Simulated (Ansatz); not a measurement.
A made-up structure of CH5S2 (charge +1), closed shell:

| atom | x (Å) | y (Å) | z (Å) |
| --- | --- | --- | --- |
| C1 | -0.6770 | 0.7099 | -0.3256 |
| S2 | 0.9775 | 0.3652 | 0.2758 |
| S3 | 0.8891 | -1.2454 | 1.5204 |
| H4 | 1.5765 | 1.2149 | 1.1526 |
| H5 | -0.5705 | 1.5186 | -1.0531 |
| H6 | -1.2510 | 1.0537 | 0.5350 |
| H7 | 1.5197 | -0.1623 | -0.8465 |
| H8 | 0.2348 | -2.0657 | 0.6708 |

It is relaxed with PBE-D4/def2-SVP and then PBE0-D4/def2-TZVP (Ansatz 0.2.0). Atoms count as bonded within 1.22 times the sum of their covalent radii (H–H: 0.88 Å). The end point is not checked to be a true minimum.

Task: Does its bonding change? (A judgement: the text doesn't fix the answer.)

Result: Computed: No: no bond forms or breaks.

Where it ends: The first stage lowers the energy by 1.58 eV in 15 steps. It ends as CH₅S₂ ([CH2][SH2][SH]), total charge +1:
```
8
angstrom
C -0.4769 1.1538 -0.2545
S 0.7645 0.3119 0.3352
S 1.0148 -1.4779 1.4867
H 1.4687 1.0757 1.2018
H -0.8680 0.7898 -1.1990
H -1.1469 1.6063 0.4689
H 1.6196 0.1350 -0.6958
H 0.3232 -2.2057 0.5864
```

Labels in which every atom is bracketed show which atoms are joined, not bond orders.

For scale, one of the runs: PBE0-D4/def2-TZVP relaxation, 135 basis functions, launched by `ansatz run in.yaml --threads 2 --pin off --events-out ev --progress --plain --max-ram 4352MiB`. The run took about 27 s on 2 CPU threads of an Arm Neoverse V1 (shared host).
